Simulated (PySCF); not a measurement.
## Working out the ionisation energy of Si

Si [Ne] 3s2 3p2 (3P) → Si⁺ [Ne] 3s2 3p1 (2P). Calculation: PySCF 2.14, in x2c-TZVPPall (5s5p3d1f, 42 functions); scalar relativity by spin-free X2C-1e. Frozen: [Ne]. Energies in hartree (1 hartree = 27.21139 eV):

```csv
part,Si (lower),Si⁺ (upper)
UHF,-289.454183,-289.173839
CCSD correlation,-0.074082,-0.058148
(T),-0.002457,-0.001076
```

Task: What does Hartree-Fock give?

Result: (-289.173839) − (-289.454183) = 0.280344 hartree = 7.629 eV.

Task: What do CCSD and CCSD(T) give?

Result: The CCSD correlation energies differ by 0.015934 hartree = 0.434 eV and the triples by 0.001381 hartree = 0.038 eV, so CCSD gives 8.063 eV and CCSD(T) 8.101 eV.

Measured between the centres of the two terms (NIST): 8.157 eV, so CCSD(T) (valence) is off by -0.056 eV.

What remains against the reference includes basis incompleteness, the frozen core and higher excitations.
